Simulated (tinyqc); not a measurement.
Worked calculation: RKS/LDA (VWN5) in the sto-3g basis, for H2F+, spin multiplicity 1. One step of it, computed by the program tinyqc.

Problem. Orthogonalisation. S = U s U^T; canonical form X = U s^(-1/2), so that X^T S X = 1. Each column of U has its largest component positive (the first on a tie).

overlap S, lower triangle:
```
           1F 1s     1F 2s    1F 2px     1F 2py    1F 2pz     2H 1s     3H 1s
1F 1s   1.000000
1F 2s   0.237990  1.000000
1F 2px  0.000000  0.000000  1.000000
1F 2py  0.000000  0.000000  0.000000   1.000000
1F 2pz  0.000000  0.000000  0.000000   0.000000  1.000000
2H 1s   0.031964  0.336352  0.000000   0.247298  0.137416  1.000000
3H 1s   0.033942  0.350577  0.000000  -0.255388  0.141973  0.140161  1.000000
```

Give: eigenvalues of S; X.

Solution.

eigenvalues of S: 0.500  0.569  0.911  1.000  1.077  1.292  1.651

X:
```
             1       2       3      4       5       6       7
1F 1s   -0.399  -0.053   0.702  0.000  -0.604   0.008   0.216
1F 2s    1.004   0.109  -0.201  0.000  -0.245   0.010   0.485
1F 2px   0.000   0.000   0.000  1.000   0.000   0.000   0.000
1F 2py  -0.102   0.837   0.002  0.000  -0.001   0.679  -0.012
1F 2pz   0.331   0.034   0.685  0.000   0.662   0.003   0.165
2H 1s   -0.498  -0.784  -0.221  0.000   0.185   0.405   0.376
3H 1s   -0.683   0.655  -0.213  0.000   0.179  -0.385   0.394
```
